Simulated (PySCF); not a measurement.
**Structure revision by computed shifts**

A compound C6H6 gives the data below (simulated from a calculation) and was assigned the structure `c1ccccc1`.

13C{1H} NMR (computed): δ 166.3 (C), 146.0 (CH, 2C), 135.7 (CH2), 134.9 (CH, 2C).

1H NMR (400 MHz, computed): δ 6.87 (m, 2H), 6.53 (d, 2H), 6.18 (s, 2H).

[PySCF 2.14: NMR shieldings at PBE0/pcSseg-2/GIAO; geometry: PBE0-D3(BJ)/def2-TZVP; no relativistic terms; equivalent nuclei averaged; one conformer; in vacuum]

Chemical shifts δ = σref − σ; 1H, 13C vs TMS, all at this level.

Task: Compare with the shifts computed for the proposed structure, pairing carbons in order of shift.

Result: Structure with atom numbers: `[cH:1]1[cH:2][cH:3][cH:4][cH:5][cH:6]1`. Hydrogens are named by the atom that carries them.

```
atom  computed for proposal  given list  difference
  C1                  138.1       166.3       -28.2
  C2                  138.1       146.0        -7.9
  C3                  138.1       146.0        -7.9
  C4                  138.1       135.7        +2.4
  C5                  138.1       134.9        +3.2
  C6                  138.1       134.9        +3.2
```

The rms difference is 12.5 ppm and the largest -28.2 ppm at C1 (aromatic CH). The proposal also would give 1 carbon signal, not 4. The carbon types in order of shift don't match either: CH, CH, CH, CH, CH, CH for the proposal against C, CH, CH, CH2, CH, CH in the data. The proposal doesn't fit.

Task: Which isomer fits?

Result: `C=C1C=CC=C1`.

- Carbon types of the structure: 1 × C, 4 × CH, 1 × CH2, which accounts for all hydrogens.
- δC 166.3: fully substituted alkene carbon.
- δC 146.0, 134.9: alkene CH; as expected for a trigonal carbon in a double bond.
- δC 135.7: terminal =CH2 carbon; an sp2 carbon of a C=C bond.
- δH 6.87, 6.53: hydrogen on an alkene CH; a vinylic proton, deshielded by the sp2 carbon and the C=C anisotropy.

Other isomers checked: C1=CC2C3C1C23 (rms 73.9 ppm); CC#CC#CC (rms 95.9 ppm).

The data come from this structure; uniqueness wasn't tested.

Shifts are as computed. Against solution values, carbons near 30 ppm lie about +3 ppm off and those near 130 ppm about +9 ppm. Of 1309 compounds with measured shifts, 239 miss one by over three times the rms of a fit or turn the order of signals round; such compounds aren't used in these exercises. No couplings were computed; multiplicities are counted from neighbouring protons, with m where these are inequivalent, close in shift, in a saturated or five-membered ring or joined by F or P, and br s for small geminal =CH2 splittings.
